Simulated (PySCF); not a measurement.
Rock-salt KBr was calculated with G0W0@PBE in PySCF (GTH pseudopotentials, Gaussian basis, analytic continuation).

The same calculation (at the measured cell, 35.908 Å³/atom) with different numerical settings; throughout: k mesh 2×2×2:

```json
[
 {"run": "1", "basis": "DZ", "gap over the k-points evaluated (eV)": "7.067"},
 {"run": "2", "basis": "TZ", "gap over the k-points evaluated (eV)": "6.882"},
 {"run": "3", "basis": "QZ", "gap over the k-points evaluated (eV)": "?"}
]
```

Complete the blanks.


- 3, gap over the k-points evaluated (eV): 6.753

In the column gap over the k-points evaluated (eV) the first row differs from the last by +0.314 and the next to last by +0.129.

The last row is no converged limit: other settings stay fixed.

Spin–orbit coupling is not included.
